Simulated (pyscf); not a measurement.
# Four-centre exchange: `[Cl][GeH2]` [doublet] + `[OH2]` -> `[OH][GeH2]` [doublet] + `[ClH]`

Gas phase, doublet surface, charge 0. Bonds broken: Ge1–Cl2, O5–H6. Bonds formed: Ge1–O5, Cl2–H6. Optimised with ωB97X-D3(BJ)/def2-SVP in PySCF. MP2 and CC: frozen core, UHF for open shells. ΔMP2 is the change of the MP2 total energy from the triple- to the quadruple-zeta basis.

Transition state (Å):

```xyz
7

Ge    -1.3726    -0.8114    -0.1449
Cl    -0.7666     1.3220     1.6499
H     -0.8920    -2.0623    -0.9530
H     -2.6456    -0.2096    -0.7728
O     -0.0574     0.4405    -0.7689
H     -0.1517     1.0838     0.2493
H      0.8315     0.0708    -0.8700
```

One imaginary mode, 724i cm⁻¹; descent along it reached the two sides named, in the forms told below.

| bond | change | reactant side (Å) | saddle | product side |
|---|---|---|---|---|
| Ge1–Cl2 | breaks | 2.188 | 2.9 | 3.6 |
| O5–H6 | breaks | 0.967 | 1.208 | 1.798 |
| Ge1–O5 | forms | 3.0 | 1.920 | 1.811 |
| Cl2–H6 | forms | 2.494 | 1.548 | 1.306 |

Electronic energies relative to the separated reactants (kJ/mol):

| level | barrier | reaction energy | reverse barrier |
|---|---|---|---|
| ωB97X-D3(BJ)/def2-TZVP | 65.2 | +56.6 | 8.7 |
| PBE/def2-TZVP | 43.1 | +49.1 | -6.0 |
| r²SCAN/def2-TZVP | 47.3 | +48.7 | -1.4 |
| B3LYP-D3(BJ)/def2-TZVP | 54.5 | +50.3 | 4.3 |
| PBE0-D3(BJ)/def2-TZVP | 54.5 | +54.5 | 0.0 |
| M06-2X/def2-TZVP | 56.1 | +50.1 | 6.0 |
| ωB97M-D3(BJ)/def2-TZVP | 63.2 | +49.9 | 13.3 |
| HF/def2-TZVP | 123.0 | +53.7 | 69.3 |
| MP2/def2-QZVPP | 68.9 | +53.4 | 15.6 |
| CCSD/def2-TZVPP | 84.1 | +49.4 | 34.8 |
| CCSD(T)/def2-TZVPP | 74.7 | +48.5 | 26.3 |
| CCSD(T)/def2-TZVPP + ΔMP2(QZVPP) | 74.6 | +51.2 | 23.3 |

With CCSD(T)/def2-TZVPP + ΔMP2(QZVPP) energies and thermal terms (ideal gas, 1 atm, RRHO with modes under 100 cm⁻¹ raised to 100, one conformer, R ln 2 for chiral ones without a mode under 150 cm⁻¹), in kJ/mol:

```
T (K)   ΔH‡    ΔG‡     ΔH     ΔG
-----  ----  -----  -----  -----
298    65.4  107.9  +44.6  +44.9
600    66.1  150.9  +46.0  +44.7
900    69.3  192.6  +47.9  +43.7
1200   73.0  233.2  +49.9  +42.0
```

On the reactant side the descent ends in a complex, 17.1 kJ/mol under the separated species and 82.3 kJ/mol under the saddle at ωB97X-D3(BJ)/def2-TZVP. On the product side the descent ends in a complex, 26.2 kJ/mol under the separated species and 34.9 kJ/mol under the saddle at ωB97X-D3(BJ)/def2-TZVP. At PBE, r²SCAN the saddle lies under the separated products, which points to a path from their complex (located at ωB97X-D3(BJ) alone), and parting the products costs more than the saddle. One saddle was located; it need not be the lowest between these sides. The CCSD(T) − MP2 part came from Ansatz, without density fitting, on the same reference. The frozen core leaves the outer d or s,p core shells of the metals and heavy elements correlated in the MP2 and CC values, and def2-TZVPP describes them poorly, which can shift differences by a few kcal/mol. Elements up to Kr have no core potential and no relativistic terms here.
